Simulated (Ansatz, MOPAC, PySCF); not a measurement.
System: sulfur dioxide, SO2, charge 0, multiplicity 1. SMILES: O=S=O
Coordinates optimised at B3LYP-D3(BJ)/def2-TZVP (Ansatz, a program for electronic structure):
```
S
O 1 1.4386
O 1 1.4386 2 118.87
```

PM7 beside other levels, property by property. Set-up: PM7 with its own dispersion and hydrogen-bond terms; 6-31G* and kin with 6d, 5d where marked; no spin-orbit coupling; dispersion terms only where a functional's name holds one; open shells spin-unrestricted; non-relativistic; each state is the SCF solution reached for its charge and spin. First-principles rows: single points at B3LYP-D3(BJ) geometries (Ansatz), with unscaled harmonic terms from B3LYP/6-31G* at its own minima, enthalpies of formation by atomisation with measured atoms. Semi-empirical rows: MOPAC heats of formation at their own minima for 298 K; differences of heats of formation at the shared geometry for vertical values; dipoles at the shared geometry.

Measured values: CCCBDB table in ASE; G2/97 table in ASE (Curtiss et al.); NIST CCCBDB, as tabulated in the package chemicals; they hold spin-orbit and core effects, anharmonicity. 

| property | PM7 (MOPAC) | PBE/6-31G* (Ansatz) | B3LYP/STO-3G (Ansatz) | M06-2X/6-31G* (5d) (PySCF) | to compare with |
|---|---|---|---|---|---|
| size of the dipole moment (D) | 3.38 | 1.51 | 1.36 | 1.90 | 1.63 measured |
| vertical ionisation energy to the doublet (eV) | 10.02 | 11.86 | 7.77 | 12.48 | 12.50 measured |
| enthalpy of formation at 298 K (kcal/mol) | -65.2 | -69.6 | 72.9 | -38.8 | -71.0 measured |

As the rows show:
- size of the dipole moment: PM7 lies 1.75 D above the measured value.
- vertical ionisation energy to the doublet: PM7 lies 2.48 eV below the measured value.
- enthalpy of formation at 298 K: PM7 lies 5.8 kcal/mol above the measured value.

The properties are those with a value to compare with, at most eight drawn at random. No case is left out for the size of its miss. Left out are saddle points of the reference geometry, anions that the best level run finds unbound, excited spin states, species near biochemistry, cases with under five habitual levels, runs that failed or whose electronic state is in doubt, and table entries that another table contradicts.
